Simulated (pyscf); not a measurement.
Thermochemistry of product channels of `[F][Ge][F]` [singlet] + `[OH2]` on the singlet surface, in kcal/mol, from ωB97M-D3(BJ)/def2-TZVP energies (ideal gas, 1 atm, RRHO with modes under 100 cm⁻¹ raised to 100, one conformer, R ln 2 for rigid chiral ones). PySCF, gas phase, ωB97X-D3(BJ)/def2-SVP geometries.

```
products                             ΔE  ΔH(298 K)  ΔG(900 K)  ΔG(1200 K)
--------------------------------  -----  ---------  ---------  ----------
`[FH]` + `[OH][Ge][F]` [singlet]   +6.3       +6.0       +6.7        +6.6
`[O]=[Ge]([F])[F]` + `[H][H]`     +50.5      +45.9      +52.3       +53.6
`[OH][GeH]([F])[F]`               -16.6      -16.9      +13.9       +23.4
```

The channel to HO–GeH(F)–F turns unfavourable between 298 and 1200 K (ΔG from -6.4 kcal/mol to +23.4 kcal/mol).

These are energies of the channels, which say nothing of barriers. Elements up to Kr have no core potential and no relativistic terms here.
